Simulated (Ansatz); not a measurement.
Task: a test of scalar relativity of HP (charge -1), with the Python package of Ansatz (0.2.0). Give the script and its output. Level of theory (for the species named): Hartree-Fock, cc-pVTZ basis, multiplicity 2.

```yaml
atoms:
  - { symbol: P, position_ang: [0.0000, 0.0000, 0.0000] }
  - { symbol: H, position_ang: [0.0000, 0.0000, 1.4850] }
```

`x2c.py`:
```python
# -*- coding: utf-8 -*-
"""HP(-) with and without the spin-free two-component Hamiltonian."""

import ansatz as az
from ase import Atoms
import numpy as np

FUNCTIONAL = "hf"
CHARGE = -1

atoms = Atoms(["P", "H"], positions=[
    [0.0, 0.0, 0.0],
    [0.0, 0.0, 1.485],
])
system = az.Crystal.molecule_from_ase(atoms)

job = system.calculation()
job = job.functional(FUNCTIONAL)
job = job.charge(CHARGE)
job = job.spin("collinear", total=1).forces()
# a set contracted for a scalar-relativistic Hamiltonian goes with the relativistic run
sets = {"none": "cc-pVTZ", "scalar": "cc-pVTZ-DK"}
found = {kind: job.basis(gaussian=basis).pseudopotentials(relativity=kind).run(threads=1).report for kind, basis in sets.items()}
for kind, each in found.items():
    dipole = 4.803205 * np.linalg.norm(each["charge_distribution"]["dipole_moment_e_ang"])
    print(f"{kind:7s} E = {each['free_energy_ev']:.4f} eV  dipole {dipole:.3f} D  largest force {np.abs(each['forces_ev_ang']).max():.4f} eV/A")
print(f"relativity lowers the total energy by {found['none']['free_energy_ev'] - found['scalar']['free_energy_ev']:.3f} eV")
```

```console
$ python x2c.py
none    E = -9286.6366 eV  dipole 0.213 D  largest force 0.8103 eV/A
scalar  E = -9308.8042 eV  dipole 0.193 D  largest force 0.8034 eV/A
relativity lowers the total energy by 22.168 eV
```

Caveats:
- Total energies depend on the basis set; only differences at equal settings carry meaning.
- The geometry is a force-field or estimated start, not a minimum of this method. The basis set changes with the Hamiltonian (a set recontracted for scalar relativity), and most of the change in the total lies in the cores.
- The species is open-shell (spin multiplicity 2).
- An ion's dipole depends on the origin; the program takes it about the centre of nuclear charge.
- Anions want diffuse functions, which this basis lacks.
- Run time: 0.9 s on 1 thread of Arm Neoverse V1, on a shared host, peak memory 0.16 GiB.

(A comment or docstring line of the script was reworded after the run, the code is as it ran; lines on the test bed's own set-up are left out of the output.)
